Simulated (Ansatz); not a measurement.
A cut through the energy surface

MgH2O2 (SMILES [OH][Mg][OH]), closed shell, at its PBE0-D4/def2-TZVP minimum:

O1  (-1.620, -0.046, -0.688)
Mg2  (0.010, -0.018, -0.009)
O3  (1.641, 0.003, 0.669)
H4  (-2.565, -0.112, -0.662)
H5  (2.584, 0.098, 0.648)
(Å)

The bond length O1–H4 (0.948 Å at the minimum) is set to the values below, the two halves moving rigidly along the bond. Each method's energies count from its own value at the PBE0-D4 minimum structure. Ansatz 0.2.0; basis: def2-TZVPP; cores frozen in the correlated methods. The outer core shell of Li, Na, Mg and K is correlated. The def2 sets are not built for correlating such inner shells, so the correlated values are less sure here. B3LYP uses VWN-RPA correlation.

| bond length (Å) | CCSD(T) (kJ/mol) | r2SCAN-D4 (kJ/mol) | PBE0-D4 (kJ/mol) | wB97M-V (kJ/mol) |
| --- | --- | --- | --- | --- |
| 0.777 | 122.2 | 122.6 | 121.8 | 122.5 |
| 0.817 | ? | 64.7 | 63.9 | 64.6 |
| 0.876 | 16.5 | 16.9 | 16.2 | 16.7 |
| 0.944 | 0.0 | 0.0 | 0.0 | 0.0 |
| 1.020 | 12.6 | 12.1 | 13.0 | 12.5 |
| 1.101 | ? | 45.9 | 48.2 | 47.0 |
| 1.188 | 96.8 | 95.1 | 99.1 | 97.3 |
| 1.279 | ? | 152.8 | 158.5 | 156.4 |
| 1.374 | 215.7 | 214.6 | 222.3 | 220.0 |

**Question.** Fill in the withheld CCSD(T) values. (An estimate is asked for; the value comes from the calculation.)

**Answer.** The calculation gives: 64.3 kJ/mol at 0.817 Å; 47.0 kJ/mol at 1.101 Å; 154.6 kJ/mol at 1.279 Å. These count from the CCSD(T) energy at the PBE0-D4 minimum.

Minimum and curvature along this coordinate at CCSD(T): A fifth-order fit through the nearest points gives 0.947 Å, with a curvature of about 57 eV/Å².

**Question.** Treat the two halves as rigid bodies and work out the harmonic wavenumber of this stretch from that curvature (ν̃ = 521.5 √(k/μ) cm⁻¹ with k in eV/Å² and μ in u).

**Answer.** The halves weigh 57.31 and 1.01 u, so μ = 57.31 × 1.01/58.32 = 0.993 u and ν̃ = 521.5 √(57/0.993) ≈ 4000 cm⁻¹. A true normal mode mixes in other motions, so this is a guide only.

Largest difference from the CCSD(T) curve over the scan: PBE-D4 17.4; B3LYP-D4 3.0; HF 48.8; MP2 2.6 kJ/mol. Each curve counts from its own value at the minimum.

No T1 diagnostic of these runs exceeds 0.014.

For scale, one of the runs: CCSD(T)/def2-TZVPP, 122 basis functions (an equivalent command: `ansatz run in.yaml --threads 2`). Hardware: 2 CPU threads, shared host. Wall time 8.5 s; peak host memory 0.66 GiB.
